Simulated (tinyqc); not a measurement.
Worked calculation: Pariser-Parr-Pople SCF with singles CI, for the molecule C=CC(=O)O (SMILES; centres numbered as the heavy atoms are written). One step of it, computed by the program tinyqc.

Question. Iteration 3: Fock matrix. F_rr = H_rr + P_rr gamma_rr / 2 + sum_(s != r) P_ss gamma_rs; F_rs = H_rs - P_rs gamma_rs / 2; E = tr P (H + F) / 2 + core repulsion sum_(r<s) z_r z_s gamma_rs.

P after iteration 2, lower triangle:
```
           1C         2C        3C         4O        5O
1C   0.834828
2C   0.918742   1.051884
3C   0.204705   0.381143  0.648064
4O  -0.220801  -0.059085  0.604393   1.715064
5O  -0.194869  -0.066789  0.568926  -0.266736  1.750160
```

core matrix H (eV), lower triangle:
```
            1C          2C          3C          4O          5O
1C  -28.787120
2C   -2.400000  -32.925424
3C    0.000000   -2.400000  -37.076866
4O    0.000000    0.000000   -2.520000  -41.644186
5O    0.000000    0.000000   -2.310000    0.000000  -50.356241
```

repulsion gamma_rs (eV), lower triangle:
```
          1C        2C        3C         4O         5O
1C  9.880000
2C  5.038465  9.880000
3C  3.708903  5.039992  9.880000
4O  3.594872  3.966682  5.526643  14.010000
5O  3.142440  4.360143  6.320664   4.492994  22.900000
```

Centres (angstrom, eV; a flat drawing with bonds scaled to 1.40 angstrom):
```
centre          x          y  core charge z          W   gamma_rr
1C      -1.940000   0.000000              1  10.160000   9.880000
2C      -0.727000   0.700000              1  10.160000   9.880000
3C       0.485000   0.000000              1  10.160000   9.880000
4O       0.485000  -1.400000              1  19.570000  14.010000
5O       1.697000   0.700000              2  32.040000  22.900000
```

Give: F; pi energy.

Answer.

F (eV), lower triangle:
```
        1C      2C      3C       4O       5O
1C  -5.294
2C  -4.715  -5.823
3C  -0.380  -3.360  -4.937
4O   0.397   0.117  -4.190  -11.011
5O   0.306   0.146  -4.108    0.599  -11.305
```

pi energy = -100.664 eV
